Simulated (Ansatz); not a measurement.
`C=C(C)C(N)=O` and `C=C(C)C(C)=O` differ in one atom or group.

Ansatz, PBE0-D4/def2-TZVP geometries, multiplicity 1. Each molecule was computed in one conformer, which needn't be the lowest.

```tsv
property	`C=C(C)C(N)=O`
HOMO energy (PBE/def2-TZVPP) / eV	-5.76
HOMO energy (B3LYP/def2-TZVPP) / eV	-7.15
LUMO energy (B3LYP/def2-TZVPP) / eV	-1.09
HOMO–LUMO gap (PBE/def2-TZVPP) / eV	3.95
LUMO energy (PBE/def2-TZVPP) / eV	-1.81
HOMO energy (ωB97M-V/def2-TZVPP) / eV	-9.84
```

(1) Give the same properties after the change, and the shifts. (An estimate is asked.)

Answers

(1) The calculation gave: 
| property | `C=C(C)C(C)=O` | shift |
| --- | --- | --- |
| HOMO energy (PBE/def2-TZVPP) / eV | -5.65 | 0.11 |
| HOMO energy (B3LYP/def2-TZVPP) / eV | -7.05 | 0.10 |
| LUMO energy (B3LYP/def2-TZVPP) / eV | -1.76 | -0.67 |
| HOMO–LUMO gap (PBE/def2-TZVPP) / eV | 3.11 | -0.84 |
| LUMO energy (PBE/def2-TZVPP) / eV | -2.53 | -0.72 |
| HOMO energy (ωB97M-V/def2-TZVPP) / eV | -9.73 | 0.11 |

With PBE0 the HOMO rises by 0.11 eV and the LUMO falls by 0.68 eV, so the gap narrows by about 0.79 eV. PBE moves the HOMO by 0.11 eV and ωB97M-V by 0.11 eV.

B3LYP here is the variant with VWN-RPA as its local correlation; programs differ in this.
